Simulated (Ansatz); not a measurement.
(LiH)2 ring (Li2H2), relaxed as a singlet with RKS PBE-D4/def2-TZVP in Ansatz, starting from the GFN2-xTB geometry. Force threshold 0.02 eV/Å.

Start:

```xyz
4

Li    0.1887    0.4653    0.9791
H    -1.1464    0.5586   -0.0432
Li   -0.1885   -0.4648   -0.9792
H     1.1462   -0.5591    0.0434
```

| step | energy (eV) | largest force component (eV/Å) | SCF passes |
| --- | --- | --- | --- |
| 1 | -439.9370 | 0.283 | 17 |
| 2 | -439.9644 | 0.106 | 18 |
| 3 | -439.9666 | 0.042 | 20 |
| 4 | -439.9676 | 0.002 | 18 |

Force components are those of the run's own axes.

End:

```xyz
4

Li    0.1962    0.4822    1.0159
H    -1.1874    0.5787   -0.0453
Li   -0.1962   -0.4822   -1.0159
H     1.1874   -0.5787    0.0453
```

By distances, no bond broke or formed. The bond that changes most is Li3–H4, from 1.68 to 1.75 Å (atoms count from 1).

No frequencies were taken in this run, so the end may be a saddle point.

Run time 1.9 s (4 threads of Intel Xeon on a shared host).
